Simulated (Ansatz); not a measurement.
The same path of B2H4S (7 atoms, charge 0, multiplicity 1) was run 3 times with different band settings. The coordinate that changes most is the dihedral B1–B2–S3–H7.

These are results of RHF/def2-SVP (Ansatz 0.2.0), not measurements.

Relaxed end points:

```xyz
7
Properties=species:S:1:pos:R:3
B -0.665 0.588 -0.685
B -0.033 -0.008 0.768
S 1.337 -1.162 0.906
H -1.558 0.024 -1.259
H -0.244 1.597 -1.185
H -0.480 0.317 1.834
H 1.642 -1.358 -0.381
```

```xyz
7
Properties=species:S:1:pos:R:3
B -0.826 0.727 -0.768
B 0.082 -0.088 0.412
S 1.429 -1.195 -0.028
H -1.830 0.251 -1.226
H -0.515 1.822 -1.153
H -0.164 0.063 1.577
H 1.824 -1.581 1.187
```

Common settings: climbing image yes; spring 5.0 eV/Å²; optimiser quadratic models (default); start path through a guess of the saddle point; iteration limit 60; end points relaxed.

| run | movable images | force threshold |
| --- | --- | --- |
| 1 | 9 | 0.03 eV/Å |
| 2 | 9 | 0.2 eV/Å |
| 3 | 2 | 0.03 eV/Å |

Task: What does each run give, and how far can it be trusted?

Result: Run 1: converged after 11 iterations, highest image 0.730 eV above the first end. A vibrational analysis at the climbing image gives one clearly imaginary mode, 543i cm⁻¹: a first-order saddle point.
Run 2: converged after 6 iterations, highest image 0.733 eV above the first end. The threshold of 0.2 eV/Å is loose, so the images may lie well off the minimum-energy path. Another band between the same ends (9 images) ends at a top of the same energy, where a vibrational analysis finds 1 clearly imaginary mode.
Run 3: converged after 13 iterations, highest image 0.730 eV above the first end. Another band between the same ends (9 images) ends at a top of the same energy, where a vibrational analysis finds 1 clearly imaginary mode. So few images can step over the top or miss a turn of the path.
